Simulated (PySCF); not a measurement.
Gas-phase reaction: 3 Al(CH3)2Cl = 3 AlCH3 + CHCl2 + 2 CH4 + Cl

Method: PySCF energies plus ideal-gas RRHO corrections (1 bar). † marks an energy on the PBE0/def2-TZVP geometry and frequencies; other levels use their own. MP2 freezes the core. 6-31G* has spherical d functions here. Open shells (unrestricted): CHCl2 (multiplicity 2), Cl (multiplicity 2, electronic degeneracy 6); the rest are closed-shell singlets. Spin-orbit splitting is ignored; it lowers the true energy and changes the entropy of Cl. B3LYP is the form with VWN-RPA correlation. Methyl groups turn as free rotors in Al(CH3)2Cl. Al(CH3)2Cl, AlCH3, CHCl2: computed as isolated molecules; such fragments, hydroxides, amides, oligomers or adducts are transient or little studied in the gas. MP2 isn't extrapolated to the basis-set limit; its ΔH°(298 K) is 1375.9 kJ in def2-SVP and 1419.2 kJ in def2-TZVPP. The harmonic model lacks anharmonicity and excited electronic states, which grow with temperature; levels with a mode under 35 cm⁻¹ are left out.

ΔH° and ΔS° at 298 K: B3LYP/6-31G* 1266 kJ, 505 J/K; B3LYP/def2-TZVP† 1284 kJ, 506 J/K; BLYP/def2-TZVP† 1233 kJ, 506 J/K; HF/def2-TZVP† 1204 kJ, 506 J/K; M06-2X/def2-TZVP† 1366 kJ, 506 J/K; MP2/def2-SVP† 1376 kJ, 506 J/K.

Problem. With the heat capacities included, give log10 K (1 bar) at 500, 1000, 1200, 2000, 2500 K from B3LYP/6-31G*, B3LYP/def2-TZVP†, BLYP/def2-TZVP†, HF/def2-TZVP†, M06-2X/def2-TZVP†, MP2/def2-SVP†.

Solution. 
```
T (K)  B3LYP/6-31G*  B3LYP/def2-TZVP†  BLYP/def2-TZVP†  HF/def2-TZVP†  M06-2X/def2-TZVP†  MP2/def2-SVP†
-----  ------------  ----------------  ---------------  -------------  -----------------  -------------
500          -105.8            -107.7           -102.4          -99.3             -116.3         -117.3
1000          -40.0             -41.0            -38.3          -36.8              -45.2          -45.7
1200          -29.1             -29.9            -27.7          -26.4              -33.5          -33.9
2000           -7.6              -8.1             -6.7           -5.9              -10.2          -10.4
2500           -1.2              -1.6             -0.5            0.1               -3.3           -3.5
```
